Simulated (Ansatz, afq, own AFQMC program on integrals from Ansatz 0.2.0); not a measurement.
# The C1–H5 bond of CH$_{5}$N, singlet, worked out

```tsv
atom	x (Å)	y (Å)	z (Å)
C	-0.4663	-0.1354	-0.2785
N	0.8042	0.3952	0.1655
H	-0.9914	-0.8112	0.4296
H	-0.3295	-0.6948	-1.2179
H	-1.1570	0.6919	-0.5080
H	1.4513	-0.3615	0.3768
H	0.6887	0.9158	1.0325
```

The molecule and both fragments are relaxed with PBE0/def2-SVP; the fragments keep their bonds.

Basis def2-TZVP. Noble-gas cores (and the filled d shells of Ga–Kr and In–Xe) are frozen. Ansatz 0.2.0 and our own AFQMC program on the same integrals; the CISD trial comes from CCSD amplitudes, and released means the phaseless constraint is let go. ± is one standard error of the sampling.

Total energies in eV. CBS is CCSD(T) at the limit of def2-TZVPP/QZVPP (extrapolated itself); the highest rung of each member is named.

Cautions: CH₅N (singlet): the released energies are still falling, so no released level is given (meV from the phaseless value at times in 1/Eh: -6 ± 6 at 0.24, -5 ± 3 at 0.51, 1 ± 5 at 0.99, -11 ± 7 at 1.62, -22 ± 10 at 2.40), though the last usable value meets CCSDT(Q) within the noise.

```csv
member,count,CCSD(T)/def2-TZVP,highest rung in def2-TZVP,which,CCSD(T)/CBS
"CH₄N, doublet",+1,-2585.8492,-2585.8798,CCSDT(Q),-2587.4520
H (doublet),+1,-13.6005,-13.6005,FCI,-13.6059
"CH₅N, singlet",-1,-2603.6712,-2603.6977,CCSDT(Q),-2605.4037
```

Task: Work out the best estimate of the bond energy: the CCSD(T)/CBS difference plus the step from CCSD(T) to the highest rung.

Result: Sums with the counts: CCSD(T)/CBS 4.3458 eV, highest rung 4.2174 eV, CCSD(T)/def2-TZVP 4.2215 eV. The step is 4.2174 − 4.2215 = -0.0041 eV, so the best estimate is 4.3458 + (-0.0041) = 4.3417 eV = 100.1 kcal/mol. The basis set is worth 0.124 eV of it. Zero-point, core-correlation and spin–orbit terms aren't in it.

Best estimates are given only where the step beyond CCSD(T) is under 0.3 eV and no member's determinant is very poor (T1 over 0.05, or 0.07 for open shells, ⟨S²⟩ too high by 0.3, two states mixed), so the hardest cases are missing from such tables.

CCSDT and higher add their correlation energy to the determinant of the CCSD(T) run, since their own runs factorise the integrals more tightly (a shift of under 2 meV). Each member of a difference takes its own highest rung, so a best estimate needn't equal the limit plus the step of one row.
